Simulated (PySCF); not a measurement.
# EPR parameters of cyclooctatetraene radical anion

Compound: cyclooctatetraene radical anion, C8H8 (charge -1 and doublet state).
Z-matrix (Å and degrees, PBE0-D3(BJ)/def2-SVP geometry), rows numbered from 1:
```
C 
C   1  1.3775
C   2  1.4385  1  134.98
C   3  1.3774  2  135.06  1     0.07
C   4  1.4385  3  134.96  2    -0.04
C   5  1.3775  4  134.99  3     0.06
C   6  1.4385  5  135.01  4    -0.08
C   7  1.3774  6  135.04  5    -0.02
H   1  1.0990  2  113.02  3   179.99
H   2  1.0990  1  113.03  3  -179.99
H   3  1.0990  2  111.94  1  -179.97
H   4  1.0990  3  113.05  2   179.99
H   5  1.0990  4  111.98  3  -179.98
H   6  1.0990  5  113.02  4   179.98
H   7  1.0990  6  111.95  5  -179.93
H   8  1.0990  1  111.99  2   179.99
```

The hyperfine couplings belong to this conformer and change with its torsions.

As a line formula: cyclooctatetraene radical anion (`C1=C\C=C/C=C\C=C/1`) [SMILES of the parent framework; charge -1 and doublet state].

Theory: UKS B3LYP, IGLO-III on C, pcH-1 on H, non-relativistic, mean-field spin-orbit, GIAO (PySCF 2.14.0). Whether the extra electron is bound in the gas phase wasn't checked; a finite basis holds it in any case. No stability test was run, so a lower SCF solution isn't excluded. No frequencies were computed at this geometry's level, so the symmetric structure isn't shown to be a minimum.

| Item | Value |
| --- | --- |
| g1, g2, g3 | 2.00219, 2.00269, 2.00269 |
| g_iso | 2.00253 |
| Form of g | axial |
| ⟨S²⟩ | 0.7532 (exact 0.7500) |
| α and β electrons | 29, 28 |
| Total energy | -309.73363 Eh |

Hyperfine couplings atom by atom, in MHz; T1 to T3 are the principal values of the dipolar part; ρ(0) is the spin density at the nucleus:

```tsv
atom	isotope	a_iso	T1	T2	T3	Mulliken spin population	ρ(0) (bohr⁻³)
C1	13C	2.2	-11.3	-10.2	21.5	0.14	0.0020
C2	13C	2.1	-11.3	-10.1	21.3	0.13	0.0019
C3	13C	2.2	-11.3	-10.1	21.5	0.14	0.0019
C4	13C	2.1	-11.3	-10.1	21.3	0.13	0.0019
C5	13C	2.2	-11.3	-10.2	21.5	0.14	0.0020
C6	13C	2.1	-11.3	-10.1	21.3	0.13	0.0019
C7	13C	2.2	-11.3	-10.1	21.5	0.14	0.0019
C8	13C	2.1	-11.3	-10.1	21.3	0.13	0.0019
H9	1H	-9.4	-5.9	-1.5	7.4	-0.01	-0.0021
H10	1H	-9.4	-5.8	-1.5	7.4	-0.01	-0.0021
H11	1H	-9.4	-5.8	-1.5	7.4	-0.01	-0.0021
H12	1H	-9.4	-5.8	-1.5	7.4	-0.01	-0.0021
H13	1H	-9.4	-5.9	-1.5	7.4	-0.01	-0.0021
H14	1H	-9.4	-5.8	-1.5	7.4	-0.01	-0.0021
H15	1H	-9.4	-5.8	-1.5	7.4	-0.01	-0.0021
H16	1H	-9.4	-5.8	-1.5	7.4	-0.01	-0.0021
```

The Mulliken spin populations are largest on C7 (+0.14), C1 (+0.14), C3 (+0.14) and C5 (+0.14).

Axes: g1 is normal to the molecular plane.

Under fast tumbling the dipolar parts average out, and these isotropic splittings remain: 8 × 1H (H9 (×8), I = 1/2, 9 lines) with 0.34 mT.

Nuclei that the bonding pattern makes equivalent are averaged, as if the motion that swaps them (rotation, inversion, ring flip) were fast.

Time: 93 s. Hardware: Arm Neoverse V1, one thread, shared host.
